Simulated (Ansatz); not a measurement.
Species, as SMILES: [SiH3] (SiH3), doublet.
Atoms: Si1, H2, H3, H4. Bonds: Si1-H2, Si1-H3, Si1-H4.

Basis-set convergence of the lowest harmonic wavenumber at PBE with Ansatz (a quantum-chemistry and plane-wave program). Each level at its own minimum, finite differences of forces, unscaled; the reference is a large set that could be run, not a limit. Cartesian d functions, on some or all atoms, in 6-31G*, 6-31+G*, 6-311G**, 6-311+G**; all else is spherical. The program fits the integrals of some runs and decomposes those of others, by size. Open shells are unrestricted. No added dispersion term, no relativity. Reference: the value in aug-pcseg-2, 707 cm⁻¹, itself unsure by roughly 2 cm⁻¹ (its mean distance from aug-cc-pV(T+d)Z, def2-TZVPPD). Deviations are taken from unrounded values.

| basis | functions | lowest harmonic wavenumber (cm⁻¹) |
|---|---|---|
| 6-31G* | 25 | 712 |
| 6-31+G* | 29 | 715 |
| def2-SVP | 33 | 708 |
| def2-SVPD | 48 | 710 |
| pcseg-1 | 33 | 705 |
| aug-pcseg-1 | 54 | 702 |
| cc-pV(D+d)Z | 38 | 713 |
| aug-cc-pV(D+d)Z | 59 | 707 |
| 6-311G** | 45 | 703 |
| 6-311+G** | 49 | 704 |
| def2-TZVP | 55 | 710 |
| def2-TZVPD | 70 | 710 |
| pcseg-2 | 76 | 703 |
| aug-pcseg-2 | 119 | 707 |
| cc-pV(T+d)Z | 81 | 711 |
| aug-cc-pV(T+d)Z | 124 | 707 |
| def2-TZVPP | 84 | 709 |
| def2-TZVPPD | 99 | 710 |

What the diffuse functions change, pair by pair:
- 6-31G* to 6-31+G*: 4 more functions, deviation 5 to 8 cm⁻¹
- def2-SVP to def2-SVPD: 15 more functions, deviation 1 to 3 cm⁻¹
- pcseg-1 to aug-pcseg-1: 21 more functions, deviation -2 to -5 cm⁻¹
- cc-pV(D+d)Z to aug-cc-pV(D+d)Z: 21 more functions, deviation 6 to 0 cm⁻¹
- 6-311G** to 6-311+G**: 4 more functions, deviation -4 to -3 cm⁻¹
- def2-TZVP to def2-TZVPD: 15 more functions, deviation 3 to 3 cm⁻¹
- pcseg-2 to aug-pcseg-2: 43 more functions, deviation -4 to 0 cm⁻¹
- cc-pV(T+d)Z to aug-cc-pV(T+d)Z: 43 more functions, deviation 4 to 0 cm⁻¹
- def2-TZVPP to def2-TZVPPD: 15 more functions, deviation 2 to 3 cm⁻¹

Leaving out the reference's own pair, they bring the value nearer the reference by more than 2 cm⁻¹ in 2 of 8 pairs.
